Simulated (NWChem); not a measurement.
System: C3H7 cation

The following NWChem deck was run.

```
start job
memory heap 200 mb stack 900 mb global 1100 mb
charge 1
geometry units angstroms
  C      1.246336     0.227426     0.197217
  C      0.031614    -0.271713    -0.352125
  C     -1.275534     0.023571     0.128178
  H      1.915216    -0.612700     0.439850
  H      1.122076     0.882551     1.056431
  H      1.835994     0.717172    -0.593053
  H      0.108757    -0.934957    -1.212116
  H     -1.813085    -0.914085     0.337772
  H     -1.892310     0.415785    -0.695131
  H     -1.305281     0.692378     0.985318
end
basis spherical
  * library def2-svp
end
dft
  xc xpbe96 cpbe96
  disp vdw 4
  iterations 150
end
driver
  maxiter 120
end
task dft optimize
task dft freq
```

The optimisation ended at a saddle point (imaginary frequency).

The level has its own optimisation; frequencies are unscaled. Brackets give each atom's bonded neighbours.

### Question
What results follow from this input? (PBE-D3(BJ)/def2-SVP.) Quantities: r C–C (Å); r C–H [C(CCH)–H(C)] (Å); highest harmonic frequency (cm⁻¹); lowest (cm⁻¹); zero-point energy (kcal/mol).

### Answer
```
Property                           Result
---------------------------------  ------
r C–C (Å)                           1.437
r C–H [C(CCH)–H(C)] (Å)             1.111
highest harmonic frequency (cm⁻¹)    3131
lowest (cm⁻¹)                         -83
zero-point energy (kcal/mol)         53.3
```
